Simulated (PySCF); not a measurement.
Species: C2Cl4.
SMILES with atom numbers: `[Cl:1][C:2]([Cl:3])=[C:4]([Cl:5])[Cl:6]`

The calculation used PBE0-D3(BJ)/def2-SVP geometry optimisation, gas phase (PySCF).

Problem. What internal coordinates does the optimisation give?

Solution. 
| bond | length (Å) |
| --- | --- |
| Cl1–C2 and 3 like bonds | 1.712 |
| C2=C4 | 1.350 |

Bonds in one row agree within 0.01 Å and their mean is given. A selection of angles:
| angle | degrees |
| --- | --- |
| Cl1–C2–Cl3 | 116.0 |
| Cl1–C2–C4 | 122.0 |

Dihedral angles: Cl1–C2–C4–Cl5 0° (synperiplanar).

The 6 heavy atoms lie in one plane (0.001 Å rms). All 4 C–Cl bonds measure 1.711 to 1.712 Å.

Point group: D2h (tolerance 0.08 Å). No PBE0-D3(BJ)/def2-SVP frequencies stand behind this structure, so it isn't proved a minimum.

***

N2H4.
Bonds: N1–N2. Hydrogens: H3, H4 on N1; H5, H6 on N2.

Theory: PBE0-D3(BJ)/def2-SVP geometry optimisation, gas phase (PySCF 2.14.0).

List the bond lengths and angles at this level.

```
                  bond  length (Å)
                 N1–N2       1.403
N1–H3 and 3 like bonds       1.019
```

Bonds in one row agree within 0.01 Å and their mean is given. A selection of angles:
```
   angle  degrees
N2–N1–H3    108.9
N2–N1–H4    113.4
H3–N1–H4    107.3
```

N1 (hydrazine nitrogen) is pyramidal (angles 113.4°, 108.9° and 107.3°, sum 329.7°, 0.37 Å off the plane of its three neighbours).

Point group: C2 (every atom within 0.08 Å of its image). No frequency check. The numbers are those of one conformer (H–N1–N2–H 151° and -90°).
